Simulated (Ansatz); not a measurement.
# CH3O3S: the cost of one run

Program: Ansatz 0.2.0. Level of theory: DFT PBE+D3(BJ), Gaussian basis def2-TZVPP. These are calculated values, not measurements.

**1. Starting point**

Bond lengths: C1–S2 1.770 Å, S2–O3 1.461 Å, S2–O4 1.461 Å, S2–O5 1.461 Å, C1–H6 1.092 Å, C1–H7 1.092 Å, C1–H8 1.092 Å. Angles: C1–S2–O3 103.0°, C1–S2–O4 103.0°, C1–S2–O5 103.0°, O3–S2–O4 115.1°, O3–S2–O5 115.1°, O4–S2–O5 115.1°, S2–C1–H6 108.9°, S2–C1–H7 108.9°, S2–C1–H8 108.9°, H6–C1–H7 110.1°, H6–C1–H8 110.1°, H7–C1–H8 110.1°.

Coordinates:

```xyz
8

C    -0.8661   -0.1295    0.0203
S     0.8837    0.1321   -0.0207
O     1.3080   -0.6595   -1.1733
O     0.9963    1.5794   -0.1880
O     1.3232   -0.3775    1.2764
H    -1.0605   -1.1970    0.1444
H    -1.2868    0.4283    0.8597
H    -1.2978    0.2236   -0.9187
```

**2. Relaxing the atoms: CH3O3S, charge -1**

input.yaml

```yaml
relax:
  f_tol: 0.001
  max_steps: 200
crystal:
  periodic: [false, false, false]
  atoms:
    - { symbol: C, position_ang: [-0.8661, -0.1295, 0.02026] }
    - { symbol: S, position_ang: [0.88369, 0.13213, -0.02067] }
    - { symbol: O, position_ang: [1.30804, -0.65948, -1.17327] }
    - { symbol: O, position_ang: [0.99633, 1.57937, -0.18797] }
    - { symbol: O, position_ang: [1.32318, -0.37749, 1.27637] }
    - { symbol: H, position_ang: [-1.06052, -1.197, 0.14435] }
    - { symbol: H, position_ang: [-1.28681, 0.42834, 0.85965] }
    - { symbol: H, position_ang: [-1.29781, 0.22363, -0.91872] }
total_charge: -1
basis:
  gaussian: { orbitals: def2-TZVPP }
hamiltonian:
  xc: pbe
  dispersion: d3bj
```

Run with:

```sh
$ ansatz run input.yaml --threads 4 --pin off --max-ram 12288MiB --backend cpu --events-out ev --progress --plain --runs-dir out
```

Q: Estimate wall time and peak memory on 4 threads of Intel Xeon 6975P-C (Granite Rapids), shared host.

About 8.7 s, with a peak of 0.46 GiB.
